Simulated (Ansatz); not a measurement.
**Structure relaxation of TiOs₂**

Computed with Ansatz 0.2.0, DFT PBE, scalar-relativistic, plane waves, PAW.

The start puts TiOs₂ on the fluorite structure type (Fm-3m, No. 225), with Ti in place of Ca, Os in place of F, at a guessed volume.

The final relaxation ran on this input, with the default PAW datasets:

```yaml
crystal:
  lattice:
    - [0.0, 2.9418639944, 2.9418639944]
    - [2.9418639944, 0.0, 2.9418639944]
    - [2.9418639944, 2.9418639944, 0.0]
  atoms:
    - { symbol: Ti, position: [0.0, 0.0, 0.0] }
    - { symbol: Os, position: [0.25, 0.25, 0.25] }
    - { symbol: Os, position: [0.75, 0.75, 0.75] }
basis:
  ecutwfc: 420
kpoints:
  mp_grid: { grid: [14, 14, 14] }
hamiltonian:
  xc: pbe
scf:
  occupations: { method: gaussian, width: 0.1 }
output:
  forces: true
  stress: true
  eigenvalues: true
relax:
  adjacent_minimum: "off"
  f_tol: 0.01
  max_steps: 80
  cell: { stress_tol: 0.05 }
```

Launched as:

```bash
ansatz run input.yaml --threads 1 --pin off --max-ram 2560MiB --backend cpu --events-out ev --progress --plain --runs-dir out
```

Time: 15 s on 1 thread of Intel(R) Xeon(R) 6975P-C (Granite Rapids), on a shared host, peak memory 0.48 GiB.

The program printed at the end:

```
SCF converged after 8 iterations
Free energy (F): -25267.071771 eV
Harris-Foulkes:  -25267.071771 eV  (|F-HF|=0.00e0)
Internal energy: -25267.057178 eV  (E = F + TS)
E sigma→0 (E₀):  -25267.064475 eV
Entropy (-TS):   -0.014593 eV (-4.864 meV/atom)
Fermi energy:    17.543228 eV
--- Per-component energies (eV) ---
  E_band       = -462.787282
  E_kinetic    = 1400.766563
  E_local      = -3120.535859  (includes V_loc(G=0)·N_el)
  E_nonlocal   = 4.111147
  E_hartree    = 1266.085114
  E_xc         = -629.854303
  E_vxc        = -688.571091  (∫ρ·V_xc dr)
  E_paw        = -19071.589172  (= ΣΔE_a)
  E_vpaw       = -590.728265  (= ΣTr[D̂ρ^β])
  E_aug_tail   = -0.000004  (compensation charges beyond the density's cutoff)
  E_ewald      = -5116.040665
  E_smearing   = -0.014593  (= −TS)
  E_closure    = 0.000000  (closes the sum)
  Σ components = -25267.071771   (vs F -25267.071771, Δ=0.00e0)
--- Forces (eV/Å), atoms counted from 1 ---
  atom   1  Ti     0.00000000     0.00000000     0.00000000
  atom   2  Os     0.00000000     0.00000000     0.00000000
  atom   3  Os     0.00000000     0.00000000     0.00000000
  max |Σ_I F_I| component: 2.78e-17 eV/Å
--- Stress (GPa, compression-positive) ---
       -0.000414       0.000000       0.000000
        0.000000      -0.000414       0.000000
        0.000000       0.000000      -0.000414
  P = ⅓ Tr σ = -0.0004 GPa (-0.004 kbar)
--- Relaxed structure (3 steps of the walk, 3 accepted, 1 SCFs on fresh bases) ---
  F+E_penalty+E_count = -25267.07177108 eV   max|allowed force component| = 2.082e-16 eV/Å   (the final SCF, on the basis selected at the relaxed cell)
  cell:  # Å, volume = 50.9448 Å³
    - [0.000000, 2.942320, 2.942320]
    - [2.942320, 0.000000, 2.942320]
    - [2.942320, 2.942320, 0.000000]
  atoms:
    - { symbol: Ti, position: [0.000000, 0.000000, 0.000000] }
    - { symbol: Os, position: [0.250000, 0.250000, 0.250000] }
    - { symbol: Os, position: [0.750000, 0.750000, 0.750000] }
```

Absolute energies hang on the potentials; compare differences alone.

The result has space group Fm-3m (No. 225). Ti is coordinated by 8 Os at 2.55 Å; Os has 4 Ti at 2.55 Å and 6 Os at 2.94 Å.

Against the elements it lies at 0.57 eV/atom. Energies over the elements count from the elements' standard structures at the same level, with no empirical corrections.

For metals, differences of a few meV/atom aren't resolved. Spin–orbit coupling is left out.

A structure relaxed within its symmetry needn't be a true minimum.